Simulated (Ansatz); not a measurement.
# One shape, several levels: doublet C3H5NO+

We compute a comparison of 6 runs (UHF/def2-SVP, U-r2SCAN/def2-SVP, U-wB97M-V/def2-SVP, UB3LYP/def2-SVP, UBHLYP/def2-SVP, RPA@PBE0/def2-SVP) of doublet C3H5NO+. 

The calculation is run with Ansatz 0.2.0.

64 further runs of the same task are left out: 64 set aside as unsound or not needed.

## 1. The molecule

The species is C3H5NO+ (10 atoms), meant as a doublet with charge +1. SMILES of the parent species: `C=CC(N)=O`. The coordinates come from a PBE0-D4/def2-TZVP relaxation. This is one conformer, not always the lowest. That shape belongs to the parent species and isn't relaxed for this state.

Bond lengths: C1–C2 1.325 Å, C2–C3 1.490 Å, C3–N4 1.358 Å, C3–O5 1.214 Å, C1–H6 1.083 Å, C1–H7 1.085 Å, C2–H8 1.087 Å, N4–H9 1.005 Å, N4–H10 1.003 Å. Some angles: C1–C2–C3 120.4°, C2–C3–N4 114.4°, C2–C3–O5 123.2°, N4–C3–O5 122.4°, C1–C2–H8 121.1°, C3–C2–H8 118.5°, C2–C1–H6 121.9°, C2–C1–H7 119.5°, C3–N4–H9 118.5°, C3–N4–H10 122.2°.

## 2. A single-point energy at UHF/def2-SVP (run 1)

in.yaml

```yaml
crystal:
  periodic: [false, false, false]
  atoms:
    - symbol: C
      position_ang: [-0.558600, -0.299760, 1.693560]
    - symbol: C
      position_ang: [0.225020, 0.037950, 0.680540]
    - symbol: C
      position_ang: [-0.272440, -0.052300, -0.720640]
    - symbol: N
      position_ang: [0.631540, 0.322960, -1.661880]
    - symbol: O
      position_ang: [-1.390460, -0.428740, -1.006250]
    - symbol: H
      position_ang: [-0.221030, -0.243200, 2.721170]
    - symbol: H
      position_ang: [-1.568270, -0.643650, 1.496300]
    - symbol: H
      position_ang: [1.240620, 0.385630, 0.848750]
    - symbol: H
      position_ang: [0.359560, 0.286490, -2.628460]
    - symbol: H
      position_ang: [1.554040, 0.634620, -1.423100]
basis:
  gaussian:
    orbitals: def2-SVP
hamiltonian:
  xc: hf
magnetization:
  spin_polarized: true
  initial_magnetization: 1
accuracy: high
total_charge: 1
output: {orbitals: {seedname: orbitals}}
```

On the command line:

```
$ ansatz run in.yaml --threads 1 --pin off --max-ram 3480MiB --events-out events.jsonl --progress --plain --runs-dir runs
```

The program printed:

```text
Warning: RAYON_NUM_THREADS=1 ignored (pool sized by the plan → 1); use --threads N
Functional definition: HF
  name "HF"
  exchange = exact_x
  correlation = 0
2289 factors; integrals over basis functions are off by at most 9.4e-9 eV
mean field evaluation 1: about -6668.6386 eV, gradient 3.6e1 eV
mean field evaluation 2: about -6668.7910 eV, gradient 3.6e1 eV
mean field evaluation 4: about -6674.5791 eV, gradient 4.2e0 eV
mean field evaluation 8: about -6674.8356 eV, gradient 5.2e-1 eV
mean field evaluation 16: about -6674.9153 eV, gradient 3.0e0 eV
mean field evaluation 32: about -6675.5471 eV, gradient 2.1e-1 eV
mean field evaluation 64: about -6675.8914 eV, gradient 3.1e-2 eV
mean field evaluation 96: about -6675.8802 eV, gradient 2.1e-1 eV
mean field evaluation 128: about -6675.3440 eV, gradient 1.9e0 eV
mean field evaluation 160: about -6675.4432 eV, gradient 2.5e0 eV
mean field evaluation 192: about -6675.6167 eV, gradient 8.0e-1 eV
mean field evaluation 224: about -6674.8642 eV, gradient 5.1e0 eV
mean field evaluation 256: about -6674.6441 eV, gradient 9.0e-1 eV
mean field evaluation 288: about -6674.3678 eV, gradient 9.9e0 eV
mean field -6675.89141593 eV, -245.3344844536 hartree, gradient 3.2e-8 eV, S^2 0.779825; 5 other end points of the search recorded, 0 dependent functions left out
reference -6675.89141593 eV, -245.3344844536 hartree; 19, 18 occupied and 76, 77 virtual orbitals, 2289 factors
Total energy: -6675.89141593 eV, -245.3344844536 hartree
```

It took 17 s on 1 thread of AMD EPYC 7R43 (Zen 3), shared host; peak memory 0.4 GiB.

## 3. A single-point energy at U-r2SCAN/def2-SVP (run 2)

run.yaml

```yaml
basis:
  gaussian:
    orbitals: def2-SVP
crystal:
  periodic: [false, false, false]
  atoms:
    - {symbol: C, position_ang: [-0.558600, -0.299760, 1.693560]}
    - {symbol: C, position_ang: [0.225020, 0.037950, 0.680540]}
    - {symbol: C, position_ang: [-0.272440, -0.052300, -0.720640]}
    - {symbol: "N", position_ang: [0.631540, 0.322960, -1.661880]}
    - {symbol: O, position_ang: [-1.390460, -0.428740, -1.006250]}
    - {symbol: H, position_ang: [-0.221030, -0.243200, 2.721170]}
    - {symbol: H, position_ang: [-1.568270, -0.643650, 1.496300]}
    - {symbol: H, position_ang: [1.240620, 0.385630, 0.848750]}
    - {symbol: H, position_ang: [0.359560, 0.286490, -2.628460]}
    - {symbol: H, position_ang: [1.554040, 0.634620, -1.423100]}
accuracy: high
total_charge: 1
magnetization:
  spin_polarized: true
  initial_magnetization: 1
hamiltonian:
  xc: {name: r2SCAN}
output: {orbitals: {seedname: orbitals}}
```

On the command line:

```
$ ansatz run run.yaml --threads 1 --pin off --max-ram 3480MiB --events-out events.jsonl --progress --plain --runs-dir runs
```

The program printed:

```text
Warning: RAYON_NUM_THREADS=1 ignored (pool sized by the plan → 1); use --threads N
Functional definition: r2SCAN
  name "r2SCAN"
  parameter k0 = 0.174
  parameter k1 = 0.065
  parameter a1 = 4.9479
  exchange = r2scan_x(k0 = k0, k1 = k1, a1 = a1)
  correlation = r2scan_c
2289 factors; integrals over basis functions are off by at most 9.4e-9 eV
mean field evaluation 1: about -6698.5631 eV, gradient 5.3e1 eV
mean field evaluation 2: about -6633.8728 eV, gradient 1.1e2 eV
mean field evaluation 4: about -6708.9678 eV, gradient 1.5e1 eV
mean field evaluation 8: about -6708.9678 eV, gradient 1.5e1 eV
mean field evaluation 16: about -6710.9495 eV, gradient 1.7e-1 eV
mean field evaluation 32: about -6707.1529 eV, gradient 2.6e1 eV
mean field evaluation 64: about -6710.8499 eV, gradient 1.0e0 eV
mean field -6710.95096174 eV, -246.6228989979 hartree, gradient 4.0e-8 eV, S^2 0.755995; 6 other end points of the search recorded, 0 dependent functions left out
reference -6710.95096330 eV, -246.6228990553 hartree; 19, 18 occupied and 76, 77 virtual orbitals, 2289 factors
Total energy: -6710.95096330 eV, -246.6228990553 hartree
```

Wall time 55 s (1 thread of AMD EPYC 7R43 (Zen 3), shared host); peak memory 0.48 GiB.

Runs 3 to 4 aren't shown in full; the table further down has their settings and results.

## 4. The energy at UBHLYP/def2-SVP (run 5)

run.yaml

```yaml
crystal:
  periodic: [false, false, false]
  atoms:
    - {symbol: C, position_ang: [-0.558600, -0.299760, 1.693560]}
    - {symbol: C, position_ang: [0.225020, 0.037950, 0.680540]}
    - {symbol: C, position_ang: [-0.272440, -0.052300, -0.720640]}
    - {symbol: N, position_ang: [0.631540, 0.322960, -1.661880]}
    - {symbol: O, position_ang: [-1.390460, -0.428740, -1.006250]}
    - {symbol: H, position_ang: [-0.221030, -0.243200, 2.721170]}
    - {symbol: H, position_ang: [-1.568270, -0.643650, 1.496300]}
    - {symbol: H, position_ang: [1.240620, 0.385630, 0.848750]}
    - {symbol: H, position_ang: [0.359560, 0.286490, -2.628460]}
    - {symbol: H, position_ang: [1.554040, 0.634620, -1.423100]}
basis:
  gaussian:
    orbitals: def2-SVP
output: {orbitals: {seedname: orbitals}}
magnetization:
  spin_polarized: true
  initial_magnetization: 1
total_charge: 1
hamiltonian:
  xc: {name: BHLYP}
accuracy: high
```

On the command line:

```
$ ansatz run run.yaml --threads 1 --pin off --max-ram 3480MiB --events-out events.jsonl --progress --plain --runs-dir runs
```

The program printed:

```text
Warning: RAYON_NUM_THREADS=1 ignored (pool sized by the plan → 1); use --threads N
Functional definition: BHLYP
  name "BHLYP"
  parameter a = 0.5
  exchange = (1 - a)*b88_x + a*exact_x
  correlation = lyp_c
2289 factors; integrals over basis functions are off by at most 9.4e-9 eV
mean field evaluation 1: about -6701.9475 eV, gradient 4.5e1 eV
mean field evaluation 2: about -6688.3841 eV, gradient 7.2e1 eV
mean field evaluation 4: about -6709.7207 eV, gradient 6.9e0 eV
mean field evaluation 8: about -6710.0524 eV, gradient 4.6e-1 eV
mean field evaluation 16: about -6710.0947 eV, gradient 5.9e-1 eV
mean field evaluation 32: about -6710.8668 eV, gradient 2.7e-1 eV
mean field -6710.86737447 eV, -246.6198272223 hartree, gradient 2.7e-8 eV, S^2 0.756947; 2 other end points of the search recorded, 0 dependent functions left out
reference -6710.86739884 eV, -246.6198281180 hartree; 19, 18 occupied and 76, 77 virtual orbitals, 2289 factors
Total energy: -6710.86739884 eV, -246.6198281180 hartree
```

It took 23 s on 1 thread of AMD EPYC 7R43 (Zen 3), shared host; peak memory 0.46 GiB.

## 5. A single-point energy at RPA@PBE0/def2-SVP (run 6)

in.yaml

```yaml
crystal:
  periodic: [false, false, false]
  atoms:
    - {symbol: C, position_ang: [-0.558600, -0.299760, 1.693560]}
    - {symbol: C, position_ang: [0.225020, 0.037950, 0.680540]}
    - {symbol: C, position_ang: [-0.272440, -0.052300, -0.720640]}
    - {symbol: N, position_ang: [0.631540, 0.322960, -1.661880]}
    - {symbol: O, position_ang: [-1.390460, -0.428740, -1.006250]}
    - {symbol: H, position_ang: [-0.221030, -0.243200, 2.721170]}
    - {symbol: H, position_ang: [-1.568270, -0.643650, 1.496300]}
    - {symbol: H, position_ang: [1.240620, 0.385630, 0.848750]}
    - {symbol: H, position_ang: [0.359560, 0.286490, -2.628460]}
    - {symbol: H, position_ang: [1.554040, 0.634620, -1.423100]}
basis:
  gaussian:
    orbitals: def2-SVP
total_charge: 1
magnetization:
  spin_polarized: true
  initial_magnetization: 1
hamiltonian:
  xc: pbe0
correlation:
  method: rpa
  frozen_orbitals: {C: 1, H: 0, "N": 1, O: 1}
accuracy: high
```

On the command line:

```
$ ansatz run in.yaml --threads 1 --pin off --max-ram 3480MiB --events-out events.jsonl --progress --plain --runs-dir runs
```

The program printed, cut to the lines that bear on the results:

```text
Warning: RAYON_NUM_THREADS=1 ignored (pool sized by the plan → 1); use --threads N
Functional definition: PBE0
  name "PBE0"
[...]
2289 factors; integrals over basis functions are off by at most 9.4e-9 eV
[...]
mean field -6707.03852562 eV, -246.4791196225 hartree, gradient 6.1e-8 eV, S^2 0.755405; 6 other end points of the search recorded, 0 dependent functions left out
5 core orbitals not correlated: weight in the atoms' cores, before any rotation towards them, 1.000 or more for the frozen orbitals, at most 0.000 for the correlated occupied ones
reference -6674.97372883 eV, -245.3007600747 hartree; 14, 13 occupied and 76, 77 virtual orbitals, 2289 factors
Total energy: -6702.54232405 eV, -246.3138872625 hartree
```

Wall time 38 s (1 thread of AMD EPYC 7R43 (Zen 3), shared host); peak memory 0.58 GiB.

## 6. The series

| run | level | frozen core orbitals | energy (Eh) | HOMO energy (eV) | LUMO energy (eV) | ⟨S²⟩ | wall time |
| --- | --- | --- | --- | --- | --- | --- | --- |
| 1 | UHF/def2-SVP | – | -245.334484 | -16.47 | -5.53 | 0.780 | 17 s |
| 2 | U-r2SCAN/def2-SVP | – | -246.622899 | -13.18 | -12.94 | 0.756 | 55 s |
| 3 | U-wB97M-V/def2-SVP | – | -246.657296 | -16.24 | -9.71 | 0.755 | 95 s |
| 4 | UB3LYP/def2-SVP | – | -246.761585 | -13.79 | -12.36 | 0.755 | 38 s |
| 5 | UBHLYP/def2-SVP | – | -246.619828 | -14.99 | -10.22 | 0.757 | 23 s |
| 6 | RPA@PBE0/def2-SVP | 5 | -246.313887 | – | – | 0.755 | 38 s |

## 7. Results

```
                                quantity          value
                     run 6: total energy  -246.31389 Eh
 run 6: RPA correlation energy (valence)    -1013.1 mEh
run 6: ⟨S²⟩ of the reference determinant          0.755
```

In words: Totals of different functionals can't be ranked against each other. All runs together took 4.4 min, the longest 95 s.
